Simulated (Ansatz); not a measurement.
Reaction (isomerisation): `COC(C)=O` → `COCC=O`

Calculated with Ansatz (gas phase, PBE0-D4/def2-TZVP geometries, no zero-point term in ΔE). CBS: MP2 limit from def2 TZ/QZ plus the TZ coupled-cluster correction, frozen cores. Functionals use def2-TZVPP. Each species was taken in one conformer, which may not be the lowest.

| level | ΔE (kJ/mol) |
| --- | --- |
| CAM-B3LYP-D4 | 131.1 |
| ωB97X-V | 130.1 |
| B2PLYP | 130.7 |
| RPA@PBE/def2-TZVPP | 120.6 |
| CCSD/def2-SVP | 128.4 |
| CCSD/def2-TZVPP | 125.4 |
| HF/def2-QZVPP | 127.2 |
| MP2/def2-QZVPP | 133.0 |

(1) What does CCSD(T)/CBS give? (Best estimate.)

Largest T1 diagnostic among the species: 0.014.

Answers

(1) The calculation gave: +127.6 kJ/mol. The listed levels differ from it by 3.5, 2.5, 3.1, -7.0, 0.8, -2.2, -0.4, 5.4 kJ/mol.

Leaving LDA and LC-ωPBE aside and taking each functional with its dispersion term where it has one, the values, not all of them listed here, spread over 11.7 kJ/mol, from BLYP-D4 to r2SCAN-D4. LDA lies +10.0 kJ/mol from PBE without D4.
